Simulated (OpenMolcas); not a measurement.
**H2O+ (SMILES [OH2+]): a chain of runs**

We compute a single-point energy (UHF/6-31G), then the energy (CASSCF(3,3)/6-31G), then the energy (CASPT2(3,3)/6-31G), then the energy (SC-NEVPT2(3,3)/6-31G), then the energy (MRCI(3,3)/6-31G) of H2O+. 

The calculation is run with OpenMolcas 26.06.

**1. Starting point**

H2O+ has 3 atoms, charge +1, and is taken as a doublet. SMILES: `[OH2+]`. The O1–H3 distance was set to 2.009 Å, away from the relaxed value. At this shape a bond of the SMILES string is far longer than usual.

Bond lengths: O1–H2 1.005 Å.

**2. The energy at UHF/6-31G (run 1)**

step1.inp reads:

```
&GATEWAY
  BASLIB = $CurrDir
  BASISSET
  O.6-31G....
  O1 -0.283170 1.169523 -0.018460 angstrom
  End of Basis
  BASISSET
  H.6-31G....
  H2 0.464580 1.657393 0.441870 angstrom
  H3 -0.232290 -0.828700 -0.220940 angstrom
  End of Basis

&SEWARD

&SCF
  UHF
  CHARGE = 1
  SPIN = 2
  SCRAMBLE = 0.25
  PRORBITALS = 1 1
```

The basis set 6-31G is read from a file made from the Basis Set Exchange's data (not shown).

Launch:

```bash
$ export MOLCAS_MEM=1860
$ pymolcas step1.inp > step1.log
```

Output, cut to the lines that bear on the results:

```text
--- Start Module: gateway ---
[...]
--- Stop Module: gateway /rc=_RC_ALL_IS_WELL_ ---
--- Start Module: seward ---
[...]
      Basis functions           13
--- Stop Module: seward /rc=_RC_ALL_IS_WELL_ ---
--- Start Module: scf ---
[...]
       Convergence after  23 Iterations
[...]
::    Total SCF energy                                -75.4615491656
[...]
      Total spin, S                                     0.8052330545
[...]
      Total electronic charge=    9.000000
      Total            charge=    1.000000
[...]
      Dipole Moment (debye):
      Origin of the operator (angstrom)=   -0.2385    1.0850   -0.0040
                   X=  1.9948E+00               Y= -7.8052E-01               Z=  9.8836E-01           Total=  2.3591E+00
      Center of Charge (angstrom)
[...]
--- Stop Module: scf /rc=_RC_ALL_IS_WELL_ ---
[...]
```

It took 1.9 s on 1 thread of Arm Neoverse V1, shared host; peak memory 0.37 GiB.

**3. A single-point energy at CASSCF(3,3)/6-31G (run 2)**

step2.inp reads:

```
&GATEWAY
  BasLib = $CurrDir
  BasisSet
  O.6-31G....
  O1 -0.283170 1.169523 -0.018460 angstrom
  End of Basis
  BasisSet
  H.6-31G....
  H2 0.464580 1.657393 0.441870 angstrom
  H3 -0.232290 -0.828700 -0.220940 angstrom
  End of Basis

&SEWARD

&RASSCF
  FileOrb = $CurrDir/step1.UnaOrb
  Spin = 2
  Nactel = 3 0 0
  Inactive = 3
  Ras2 = 3
  OrbListing = Nothing
  OrbAppear = Compact
```

The basis set 6-31G is read from a file made from the Basis Set Exchange's data (not shown).

Launch:

```bash
$ export MOLCAS_MEM=1860
$ pymolcas step2.inp > step2.log
```

Output, cut to the lines that bear on the results:

```text
--- Start Module: gateway ---
[...]
--- Stop Module: gateway /rc=_RC_ALL_IS_WELL_ ---
--- Start Module: seward ---
[...]
      Basis functions           13
--- Stop Module: seward /rc=_RC_ALL_IS_WELL_ ---
--- Start Module: rasscf ---
[...]
      Number of active orbitals                  3
[...]
      Spin quantum number                      0.5
[...]
      Active orbitals                            3
[...]
      Number of CSFs                             8
[...]
      Number of root(s) required                 1
[...]
      Convergence after 15 iterations
[...]
      printout of CI-coefficients larger than  0.05 for root  1
      energy=     -75.478364
      conf/sym  111     Coeff  Weight
             1  2u0  -0.94165 0.88671
             4  udu  -0.16272 0.02648
             6  uud  -0.09395 0.00883
             8  0u2  -0.27926 0.07798
      Natural orbitals and occupation numbers for root  1
      sym 1:   1.808729   1.000000   0.191271
      ************************************************************************************************************************
      *                                                    Final results                                                     *
[...]
::    RASSCF root number  1 Total energy:    -75.47836365
[...]
      Total electronic charge=    9.000000
      Total            charge=    1.000000
[...]
      Dipole Moment (debye):
      Origin of the operator (angstrom)=   -0.2385    1.0850   -0.0040
                   X=  2.0075E+00               Y= -2.3149E+00               Z=  8.1870E-01           Total=  3.1717E+00
      Center of Charge (angstrom)
[...]
--- Stop Module: rasscf /rc=_RC_ALL_IS_WELL_ ---
[...]
```

Wall time 1.8 s (1 thread of Arm Neoverse V1, shared host); peak memory 0.37 GiB.

**4. A single-point energy at CASPT2(3,3)/6-31G (run 3)**

step3.input reads:

```
>>> EXPORT MOLCAS_PRINT=2
&gateway
baslib=$CurrDir
basisset
O.6-31G....
O1 -0.283170 1.169523 -0.018460 angstrom
End of Basis
basisset
H.6-31G....
H2 0.464580 1.657393 0.441870 angstrom
H3 -0.232290 -0.828700 -0.220940 angstrom
End of Basis
&seward
&rasscf
fileorb=$CurrDir/step2.RasOrb
spin=2
nactel=3 0 0
inactive=3
ras2=3
orblisting=Nothing
orbappear=Compact
&caspt2
imaginary=0.1
frozen=1
```

The basis set 6-31G is read from a file made from the Basis Set Exchange's data (not shown).

Launch:

```bash
$ export MOLCAS_MEM=1860
$ pymolcas step3.input > step3.log
```

Output, cut to the lines that bear on the results:

```text
--- Start Module: gateway ---
[...]
--- Stop Module: gateway /rc=_RC_ALL_IS_WELL_ ---
[...]
      Basis functions           13
[...]
--- Start Module: rasscf ---
[...]
      Number of active orbitals                  3
[...]
      Spin quantum number                      0.5
[...]
      Active orbitals                            3
[...]
      Number of CSFs                             8
[...]
      Number of root(s) required                 1
[...]
      Convergence after  4 iterations
[...]
      printout of CI-coefficients larger than  0.05 for root  1
      energy=     -75.478364
      conf/sym  111     Coeff  Weight
             1  2u0  -0.94166 0.88672
             4  udu  -0.16272 0.02648
             6  uud  -0.09394 0.00883
             8  0u2  -0.27925 0.07798
      Natural orbitals and occupation numbers for root  1
      sym 1:   1.808736   1.000000   0.191264
      ************************************************************************************************************************
      *                                                    Final results                                                     *
[...]
::    RASSCF root number  1 Total energy:    -75.47836365
[...]
      Total electronic charge=    9.000000
      Total            charge=    1.000000
[...]
      Dipole Moment (debye):
      Origin of the operator (angstrom)=   -0.2385    1.0850   -0.0040
                   X=  2.0075E+00               Y= -2.3151E+00               Z=  8.1867E-01           Total=  3.1717E+00
      Center of Charge (angstrom)
[...]
--- Stop Module: rasscf /rc=_RC_ALL_IS_WELL_ ---
--- Start Module: caspt2 ---
[...]
 ###    WARNING: User changed nr of frozen orbitals.                         ###
 ###############################################################################
[...]
      E2 (Variational):          -0.0778620628
      Total energy:             -75.5562257101
[...]
      Reference weight:           0.97543
[...]
::    CASPT2 Root  1     Total energy:    -75.55622571
[...]
--- Stop Module: caspt2 /rc=_RC_ALL_IS_WELL_ ---
[...]
```

Run time: 1.8 s. Hardware: 1 thread of Arm Neoverse V1, shared host; peak memory 0.37 GiB.

**5. A single-point energy at SC-NEVPT2(3,3)/6-31G (run 4)**

step4.inp reads:

```
&GATEWAY
 BasLib
 $CurrDir
 BasisSet
 O.6-31G....
 O1 -0.283170 1.169523 -0.018460 angstrom
 End of Basis
 BasisSet
 H.6-31G....
 H2 0.464580 1.657393 0.441870 angstrom
 H3 -0.232290 -0.828700 -0.220940 angstrom
 End of Basis

&SEWARD

&RASSCF
 FileOrb
 $CurrDir/step2.RasOrb
 Spin
 2
 Nactel
 3 0 0
 Inactive
 3
 Ras2
 3
 OrbListing
 Nothing
 OrbAppear
 Compact

&CASPT2
 SC-NEVPT2
 Frozen
 1
```

The basis set 6-31G is read from a file made from the Basis Set Exchange's data (not shown).

Launch:

```bash
$ export MOLCAS_MEM=1860
$ pymolcas step4.inp > step4.log
```

Output, cut to the lines that bear on the results:

```text
--- Start Module: gateway ---
[...]
--- Stop Module: gateway /rc=_RC_ALL_IS_WELL_ ---
[...]
      Basis functions           13
[...]
--- Start Module: rasscf ---
[...]
      Number of active orbitals                  3
[...]
      Spin quantum number                      0.5
[...]
      Active orbitals                            3
[...]
      Number of CSFs                             8
[...]
      Number of root(s) required                 1
[...]
      Convergence after  4 iterations
[...]
      printout of CI-coefficients larger than  0.05 for root  1
      energy=     -75.478364
      conf/sym  111     Coeff  Weight
             1  2u0  -0.94166 0.88672
             4  udu  -0.16272 0.02648
             6  uud  -0.09394 0.00883
             8  0u2  -0.27925 0.07798
      Natural orbitals and occupation numbers for root  1
      sym 1:   1.808736   1.000000   0.191264
      ************************************************************************************************************************
      *                                                    Final results                                                     *
[...]
::    RASSCF root number  1 Total energy:    -75.47836365
[...]
      Total electronic charge=    9.000000
      Total            charge=    1.000000
[...]
      Dipole Moment (debye):
      Origin of the operator (angstrom)=   -0.2385    1.0850   -0.0040
                   X=  2.0075E+00               Y= -2.3151E+00               Z=  8.1867E-01           Total=  3.1717E+00
      Center of Charge (angstrom)
[...]
--- Stop Module: rasscf /rc=_RC_ALL_IS_WELL_ ---
--- Start Module: caspt2 ---
[...]
 ###    WARNING: User changed nr of frozen orbitals.                         ###
 ###############################################################################
[...]
      E2 (Variational):          -0.0786590132
[...]
      E2 (Variational):          -0.0781263765
      Total energy:             -75.5564900237
[...]
      Reference weight:           0.97474
[...]
::    SC-NEVPT2 Root  1     Total energy:    -75.55649002
[...]
--- Stop Module: caspt2 /rc=_RC_ALL_IS_WELL_ ---
[...]
```

Run time: 1.7 s. Hardware: 1 thread of Arm Neoverse V1, shared host; peak memory 0.37 GiB.

**6. The energy at MRCI(3,3)/6-31G (run 5)**

step5.input reads:

```
* H2O MRCI

&GATEWAY
 BasLib=$CurrDir
 BasisSet
 O.6-31G....
 O1 -0.283170 1.169523 -0.018460 angstrom
 End of Basis
 BasisSet
 H.6-31G....
 H2 0.464580 1.657393 0.441870 angstrom
 H3 -0.232290 -0.828700 -0.220940 angstrom
 End of Basis

&SEWARD

&RASSCF
 FileOrb=$CurrDir/step2.RasOrb
 Spin=2
 Nactel=3 0 0
 Inactive=3
 Ras2=3
 OrbListing=Nothing
 OrbAppear=Compact

&MOTRA
 LumOrb
 Frozen=1

&GUGA
 Electrons=7
 Spin=2
 Inactive=2
 Active=3
 CIAll=1

&MRCI
 SDCI
```

The basis set 6-31G is read from a file made from the Basis Set Exchange's data (not shown).

Launch:

```bash
$ export MOLCAS_MEM=1860
$ pymolcas step5.input > step5.log
```

Output, cut to the lines that bear on the results:

```text
--- Start Module: gateway ---
[...]
--- Stop Module: gateway /rc=_RC_ALL_IS_WELL_ ---
[...]
      Basis functions           13
[...]
      Number of active orbitals                  3
[...]
      Spin quantum number                      0.5
[...]
      Active orbitals                            3
[...]
      Number of CSFs                             8
[...]
      Number of root(s) required                 1
[...]
      Convergence after  4 iterations
[...]
      printout of CI-coefficients larger than  0.05 for root  1
      energy=     -75.478364
      conf/sym  111     Coeff  Weight
             1  2u0  -0.94166 0.88672
             4  udu  -0.16272 0.02648
             6  uud  -0.09394 0.00883
             8  0u2  -0.27925 0.07798
      Natural orbitals and occupation numbers for root  1
      sym 1:   1.808736   1.000000   0.191264
      ************************************************************************************************************************
      *                                                    Final results                                                     *
[...]
::    RASSCF root number  1 Total energy:    -75.47836365
[...]
      Dipole Moment (debye):
      Origin of the operator (angstrom)=   -0.2385    1.0850   -0.0040
                   X=  2.0075E+00               Y= -2.3151E+00               Z=  8.1867E-01           Total=  3.1717E+00
      Center of Charge (angstrom)
[...]
      *** WARNING: Default frozen orbitals is overwritten by user input.
      *** Default values:   1
[...]
--- Start Module: guga ---
[...]
--- Stop Module: guga /rc=_RC_ALL_IS_WELL_ ---
--- Start Module: mrci ---
[...]
       (But an ACPF correction will be computed)
       USE THE DEFAULT ACPF G-VALUE GFAC=  0.28571428571428570
[...]
                      CI ENERGY:   -75.56494589
[...]
                ACPF CORRECTION:    -0.00212621
[...]
      Total electronic charge=    9.000000
      Total            charge=    1.000000
[...]
     ACPF CORRECTION:     -0.00212621
[...]
  CI State   1     Total energy:    -75.56494589     QDav:     -0.00300622     QACPF:     -0.00212621
[...]
--- Stop Module: mrci /rc=_RC_ALL_IS_WELL_ ---
[...]
```

It took 1.9 s on 1 thread of Arm Neoverse V1, shared host; peak memory 0.37 GiB.

**7. What came out**

| quantity | value |
| --- | --- |
| run 1, UHF/6-31G: total energy | -75.46155 Eh |
| run 1, UHF/6-31G: HOMO energy (highest over α and β) | -20.27 eV |
| run 1, UHF/6-31G: LUMO energy (lowest over α and β) | -9.13 eV |
| run 1, UHF/6-31G: ⟨S²⟩ | 1.454 |
| run 2, CASSCF(3,3)/6-31G: total energy | -75.47836 Eh |
| run 3, CASPT2(3,3)/6-31G: total energy | -75.55623 Eh |
| run 4, SC-NEVPT2(3,3)/6-31G: total energy | -75.55649 Eh |
| run 5, MRCI(3,3)/6-31G: total energy | -75.56495 Eh |

In words: ⟨S²⟩ (run 1, UHF/6-31G) is 1.45 where a pure doublet has 0.75: the reference is spin-contaminated. Mulliken charges (run 1, UHF/6-31G) run from +0.18 on O1 to +0.56 on H2; they depend strongly on the basis. Mulliken charges (run 2, CASSCF(3,3)/6-31G) run from +0.03 on O1 to +0.56 on H2; they depend strongly on the basis. Mulliken charges (run 3, CASPT2(3,3)/6-31G) of the CASSCF density run from +0.03 on O1 to +0.56 on H2; they depend strongly on the basis. Mulliken charges (run 4, SC-NEVPT2(3,3)/6-31G) of the CASSCF density run from +0.03 on O1 to +0.56 on H2; they depend strongly on the basis.
